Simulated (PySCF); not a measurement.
A structure optimised at PBE-D3(BJ)/def2-TZVP, used in a PySCF frequency run:

```xyz
3

O      0.0000    -1.2554    -0.3699
S      0.0000     0.0000     0.3699
O      0.0000     1.2554    -0.3699
```

**Question.** Write its SMILES, formula and point group.

**Answer.** O=S=O, O2S, C2v

**Question.** What are its rotational constants (standard atomic weights)?

**Answer.** 57.650, 10.021, 8.5370 GHz
